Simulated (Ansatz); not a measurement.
```yaml
crystal:
  periodic: [false, false, false]
  atoms:
    - {symbol: Al, position_ang: [-0.333187, -1.372678, 0.083546]}
    - {symbol: Si, position_ang: [0.285410, 1.000263, -0.064778]}
    - {symbol: H, position_ang: [0.695405, -2.468676, 0.597521]}
    - {symbol: H, position_ang: [-1.793709, -1.829919, -0.343694]}
    - {symbol: H, position_ang: [0.135835, 1.494835, -1.464906]}
    - {symbol: H, position_ang: [-0.614899, 1.833144, 0.785503]}
    - {symbol: H, position_ang: [1.686345, 1.274932, 0.361209]}
basis:
  gaussian: {orbitals: aug-cc-pVTZ}
magnetization: {spin_polarized: true, initial_magnetization: 6}
hamiltonian: {xc: {name: LC-wPBE}}
output: {forces: true}
```

```sh
$ ansatz run in.yaml --threads 2 --pin off --events-out ev --progress --plain --max-ram 32768MiB --backend cpu
```

It prints (some lines left out):

```
Functional definition: LC-wPBE
1006 factors; their error is unknown
554 factors; integrals over basis functions are off by at most 3.4e-5 eV
mean field evaluation 1: about -14531.8084 eV, gradient 9.3e0 eV
mean field evaluation 2: about -14533.0133 eV, gradient 3.3e0 eV
mean field evaluation 4: about -14533.2947 eV, gradient 5.9e-1 eV
mean field evaluation 8: about -14533.3208 eV, gradient 1.1e-1 eV
mean field evaluation 16: about -14533.3099 eV, gradient 9.5e-3 eV
mean field evaluation 32: about -14533.4806 eV, gradient 1.8e-1 eV
mean field -14533.48096482 eV, -534.0955743099 hartree, gradient 3.6e-6 eV, S^2 12.024128; 6 other end points of the search recorded, 0 dependent functions left out
reference -14533.48096484 eV, -534.0955743106 hartree; 19, 13 occupied and 196, 202 virtual orbitals, 1006 factors
Total energy: -14533.48096484 eV, -534.0955743106 hartree
Atom 0 at    -0.333187    -1.372678     0.083546 Å, force     0.338872     1.616609    -0.119710 eV/Å
Atom 1 at     0.285410     1.000263    -0.064778 Å, force    -5.832079    -1.033873    -1.765412 eV/Å
Atom 2 at     0.695405    -2.468676     0.597521 Å, force     0.916326    -2.329843     0.658274 eV/Å
Atom 3 at    -1.793709    -1.829919    -0.343694 Å, force    -2.089156    -1.682192    -0.458637 eV/Å
Atom 4 at     0.135835     1.494835    -1.464906 Å, force     1.508885     0.293216    -0.609354 eV/Å
Atom 5 at    -0.614899     1.833144     0.785503 Å, force     0.875108     0.569548     1.263740 eV/Å
Atom 6 at     1.686345     1.274932     0.361209 Å, force     4.282044     2.566535     1.031099 eV/Å
Dipole moment:     0.231961     0.246373     0.038705 e Å
```

In this input the spin is set far too high for this molecule. The run converged. The result belongs to that input, not to the molecule as meant.
